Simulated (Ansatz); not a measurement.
# C4H3FS: basis-set convergence

One table from this session's results is given with a row withheld; the runs are named, their logs left out.

Method: one geometry, several basis sets; program: Ansatz 0.2.0, Gaussian basis.

The runs, in order: PBE0-D4/def2-SVP; ωB97M-V/def2-SVP; PBE0-D4/def2-QZVPP; ωB97M-V/def2-QZVPP; CCSD(T)/cc-pV(D+d)Z; CCSD(T)/cc-pV(T+d)Z; CCSD(T)/cc-pV(Q+d)Z; the functionals' def2-TZVPP values are taken from earlier runs.

## The geometry

All runs share one geometry, relaxed beforehand with PBE0-D4 in a triple-zeta def2 set.

SMILES `Fc1ccsc1`, 9 atoms, charge 0, spin multiplicity 1.

Atoms are counted from 1 here; the program's logs count them from 0.

Bond lengths: F1–C2 1.332 Å, C2–C3 1.412 Å, C2–C6 1.360 Å, C3–C4 1.362 Å, C3–H7 1.081 Å, C4–S5 1.704 Å, C4–H8 1.079 Å, S5–C6 1.705 Å, C6–H9 1.078 Å. Angles: F1–C2–C3 121.9°, F1–C2–C6 123.3°, C3–C2–C6 114.8°, C2–C3–C4 110.8°, C2–C3–H7 123.9°, C4–C3–H7 125.2°, C3–C4–S5 112.0°, C3–C4–H8 128.0°, S5–C4–H8 120.1°, C4–S5–C6 92.7°, C2–C6–S5 109.8°, C2–C6–H9 128.1°, S5–C6–H9 122.1°.

Coordinates:

```xyz
9
C4H3FS
F     0.9908    0.4849    1.9743
C     0.3359    0.2950    0.8296
C     0.6654   -0.7567   -0.0535
C    -0.1439   -0.7408   -1.1492
S    -1.2741    0.5335   -1.0883
C    -0.6914    1.0846    0.4166
H     1.4556   -1.4715    0.1276
H    -0.1336   -1.4146   -1.9917
H    -1.1162    1.9393    0.9173
```

The first run:

Contents of in.yaml:

```yaml
crystal:
  periodic: [false, false, false]
  atoms:
    - {symbol: F, position_ang: [0.990819, 0.484913, 1.974272]}
    - {symbol: C, position_ang: [0.335929, 0.295018, 0.829570]}
    - {symbol: C, position_ang: [0.665363, -0.756746, -0.053454]}
    - {symbol: C, position_ang: [-0.143932, -0.740779, -1.149167]}
    - {symbol: S, position_ang: [-1.274134, 0.533534, -1.088265]}
    - {symbol: C, position_ang: [-0.691352, 1.084622, 0.416633]}
    - {symbol: H, position_ang: [1.455564, -1.471533, 0.127577]}
    - {symbol: H, position_ang: [-0.133638, -1.414619, -1.991682]}
    - {symbol: H, position_ang: [-1.116219, 1.939288, 0.917316]}
basis:
  gaussian: {orbitals: def2-SVP}
hamiltonian: {xc: pbe0, dispersion: d4}
output: {orbitals: {seedname: orbitals}}
```

Run with:

```sh
$ ansatz run in.yaml --threads 2 --pin off --events-out ev --progress --plain --max-ram 31744MiB --backend cpu
```

Steps of the session up to this table: PBE0-D4 in def2-SVP; ωB97M-V in def2-SVP; PBE0-D4 in def2-QZVPP; ωB97M-V in def2-QZVPP.

One of the session's tables, all rows but one given; the rest of the session is left out.

It belongs to the step «Functionals by basis». 

```
functional       basis  HOMO (eV)
   PBE0-D4    def2-SVP          ?
   PBE0-D4  def2-TZVPP      -6.97
   PBE0-D4  def2-QZVPP      -6.99
   ωB97M-V    def2-SVP      -9.04
   ωB97M-V  def2-TZVPP      -9.08
   ωB97M-V  def2-QZVPP      -9.11
```

Q: Estimate the row for PBE0-D4, def2-SVP from the others.

**Answer.** HOMO (eV): -6.95. In the column «HOMO (eV)» it is the highest.
